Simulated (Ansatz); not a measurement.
Input file for C3H6ClFO, SMILES `COC(C)(F)Cl`:

```yaml
crystal:
  periodic: [false, false, false]
  atoms:
    - {symbol: C, position_ang: [-0.625945, -1.505389, 0.265377]}
    - {symbol: O, position_ang: [-0.690924, -0.247156, 0.918831]}
    - {symbol: C, position_ang: [-0.321803, 0.830526, 0.171280]}
    - {symbol: C, position_ang: [1.070199, 0.792029, -0.407385]}
    - {symbol: F, position_ang: [-1.210723, 0.998165, -0.860056]}
    - {symbol: Cl, position_ang: [-0.499443, 2.241896, 1.248619]}
    - {symbol: H, position_ang: [-1.145768, -1.481882, -0.695175]}
    - {symbol: H, position_ang: [-1.128505, -2.207766, 0.927266]}
    - {symbol: H, position_ang: [0.408810, -1.829561, 0.121521]}
    - {symbol: H, position_ang: [1.278484, 1.732301, -0.914190]}
    - {symbol: H, position_ang: [1.796520, 0.641717, 0.390346]}
    - {symbol: H, position_ang: [1.146097, -0.020080, -1.132331]}
basis:
  gaussian: {orbitals: def2-SVP}
correlation: {method: ccsd_t}
```

```sh
$ ansatz run in.yaml --threads 4 --pin off --events-out ev --progress --plain --max-ram 10444MiB
```

The program prints (abridged):

```
Functional definition: HF
1165 factors; integrals over basis functions are off by at most 1.5e-3 eV
mean field evaluation 1: about -20418.7783 eV, gradient 4.0e1 eV
mean field evaluation 2: about -20418.9438 eV, gradient 4.0e1 eV
mean field evaluation 4: about -20422.5487 eV, gradient 4.0e0 eV
mean field evaluation 8: about -20422.6043 eV, gradient 2.2e-1 eV
mean field -20422.60453466 eV, -750.5168737101 hartree, gradient 2.8e-6 eV, S^2 0.000000; 0 other end points of the search recorded, 0 dependent functions left out
10 core orbitals not correlated: weight in the atoms' cores, before any rotation towards them, 1.000 or more for the frozen orbitals, at most 0.000 for the correlated occupied ones
reference -20422.60453466 eV, -750.5168737101 hartree; 19, 19 occupied and 89, 89 virtual orbitals, 1165 factors
second order -25.15397374 eV of doubles, -0.00000000 eV of singles
cycle   1  -25.86826165 eV  change   -7.1e-1 eV  update   1.0e-1
cycle   2  -26.45403063 eV  change   -5.9e-1 eV  update   2.9e-2
cycle   3  -26.59331194 eV  change   -1.4e-1 eV  update   1.4e-2
cycle   4  -26.59017454 eV  change    3.1e-3 eV  update   2.8e-3
cycle   5  -26.59021080 eV  change   -3.6e-5 eV  update   1.2e-3
cycle   6  -26.59057165 eV  change   -3.6e-4 eV  update   3.6e-4
cycle   7  -26.59034578 eV  change    2.3e-4 eV  update   1.3e-4
cycle   8  -26.59030117 eV  change    4.5e-5 eV  update   4.4e-5
perturbative correction -0.68528173 eV, -0.0251836390 hartree
Total energy: -20449.88011756 eV, -751.5192328937 hartree
```

Hardware: 4 threads of an Intel Xeon on a shared host. Wall time 18 s, peak host memory 0.72 GiB.

The correlation energy is -27.276 eV, 2.5 % of it from (T); the T1 diagnostic reads 0.0101.
